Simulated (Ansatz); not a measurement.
Geometry optimisation, Ansatz, RKS BHLYP-D4/6-31G*.

Input:

```yaml
crystal:
  periodic: [false, false, false]
  atoms:
    - { symbol: B, position_ang: [0.0, 0.0, 0.0] }
    - { symbol: F, position_ang: [0.0, 0.0, 1.67] }
    - { symbol: H, position_ang: [1.0305, 0.0, -0.595] }
    - { symbol: H, position_ang: [-1.0305, 0.0, -0.595] }
    - { symbol: P, position_ang: [0.0924, -2.0952, 0.6969] }
    - { symbol: H, position_ang: [-0.6759, -2.9172, -0.1694] }
    - { symbol: H, position_ang: [1.442, -2.5368, 0.6936] }
    - { symbol: H, position_ang: [0.047, -1.0662, 1.6663] }
basis:
  gaussian: { orbitals: "6-31G*" }
hamiltonian:
  xc: { name: BHLYP }
  dispersion: d4
relax:
  f_tol: 0.15
  max_steps: 25
  restrain:
    - { distance: [0, 4], at: 1.91, k: 30.0 }
    - { distance: [7, 1], at: 0.92, k: 30.0 }
    - { distance: [0, 1], at: 2.52, k: 30.0 }
    - { distance: [7, 4], at: 2.62, k: 30.0 }
output:
  orbitals: {}
```

Run as:

```bash
$ ansatz run input.yaml --threads 1 --pin off --max-ram 2048MiB --backend cpu --events-out ev --progress --plain --runs-dir out
```

Problem. Where does it end, and by what steps?

Solution. The run converged. The restraints hold the end off the free minimum. After 11 steps the energy has fallen by 2.472 eV (the restraints' own energy left out); H8 moved furthest, 0.96 Å. Parted: B1–F2, P5–H8.

```
step  energy less start (eV)  largest force component (eV/Å)  accepted
   0                  0.0000                           5.586       yes
   1                 -0.9506                           3.924       yes
   2                 -1.2161                           3.963       yes
   3                 -1.6418                           3.209       yes
   4                 -1.9785                           1.330       yes
   5                 -2.2298                           0.913       yes
   6                 -2.3501                           1.193       yes
   7                 -2.4396                           0.363       yes
   8                 -2.4383                           0.503        no
   9                 -2.4644                           0.753       yes
  10                 -2.4546                           0.548        no
  11                 -2.4719                           0.160       yes
```

```xyz
8
Properties=species:S:1:pos:R:3
B 0.105 -0.525 -0.284
F -0.127 0.405 2.044
H 1.097 0.100 -0.435
H -0.947 -0.089 -0.607
P 0.211 -2.256 0.508
H -0.689 -3.013 -0.255
H 1.416 -2.780 0.019
H -0.162 -0.458 2.376
```

The run took 26 s on 1 thread of Arm Neoverse V1, on a shared host, peak memory 0.13 GiB.
